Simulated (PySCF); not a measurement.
**Argon: a sound run and one with changed settings**

Sound run: Ar [Ar], Ar⁺ [Ne] 3s2 3p5. Calculation: PySCF 2.14, in cc-pVDZ-DK; the spin-free X2C one-electron Hamiltonian (Gaussian nucleus). In the sound run the correlated levels freeze [Ne]. The sound run starts from symmetry-adapted Hartree-Fock orbitals and uses a fine grid where one is needed.

Changed run: initial guess sap, at most 5 SCF cycles. This setting is unsound on purpose.

| species | method | sound run (hartree) | changed run (hartree) | converged |
| --- | --- | --- | --- | --- |
| Ar | UHF | -528.60601 | -528.60601 | yes |
| Ar | BP86 | -529.39773 | -529.39773 | yes |
| Ar | M06-L | -529.33188 | -529.33188 | yes |
| Ar | MP2 | -528.74640 | -528.74640 | yes |
| Ar | CCSD(T) | -528.75906 | -528.75906 | yes |
| Ar⁺ | UHF | -528.06731 | -528.06731 | no |
| Ar⁺ | BP86 | -528.81670 | -528.81670 | no |
| Ar⁺ | M06-L | -528.74386 | -528.74386 | no |

The SCF was stopped early; the energies are upper bounds that still move, and correlated levels were skipped or rest on poor orbitals.
